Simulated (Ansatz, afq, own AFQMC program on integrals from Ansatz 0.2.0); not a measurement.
## Atomization energy of Al$_{2}$H, quartet

```tsv
atom	x (Å)	y (Å)	z (Å)
Al	0.0000	0.0000	0.2591
Al	0.0000	0.0000	-2.1014
H	0.0000	0.0000	1.8423
```

Connectivity, by distances: AlH–Al.

Atoms in their ground-state spins without spin–orbit coupling (mostly on UHF) minus the molecule (UHF), without zero-point energy. The geometry is a stationary point, not shown to be a minimum.

Basis 6-31G. Only valence electrons are correlated. Integrals, coupled cluster, full CI and functionals: Ansatz 0.2.0; the random walks run on the same integrals in our own AFQMC program. The CISD trial takes its coefficients from CCSD amplitudes. Released means that phaseless walkers are propagated on without the constraint, phases kept. Uncertainties: one standard error, sampling alone. The errors of all members are added in quadrature.

Full CI on the same integrals is exact in this basis and with this determinant's frozen core.

Errors are counted within 6-31G, not against nature.

Cautions: Al₂H (quartet): lower spins were not checked.

```json
{"level": "HF", "atomization energy (kcal/mol)": "51.1"}
{"level": "MP2", "atomization energy (kcal/mol)": "59.3"}
```

Task: From these cheaper values, estimate the atomization energy at the reference level in 6-31G.

Result: 58.7 kcal/mol (full CI in 6-31G).

```csv
level,atomization energy (kcal/mol),error against FCI (kcal/mol)
CCSD,57.1,-1.6
CCSD(T),58.0,-0.6
ph-AFQMC/HF,59.6 ± 0.5,1.0 ± 0.5
```

Correlation beyond CCSD(T) adds 0.6 kcal/mol. The perturbative (T) step is worth +1.0 kcal/mol.

A walk keeps the symmetry of its determinant, which the program's search chose and which needn't be the lowest solution, so a lower state of the same spin and another symmetry isn't excluded.
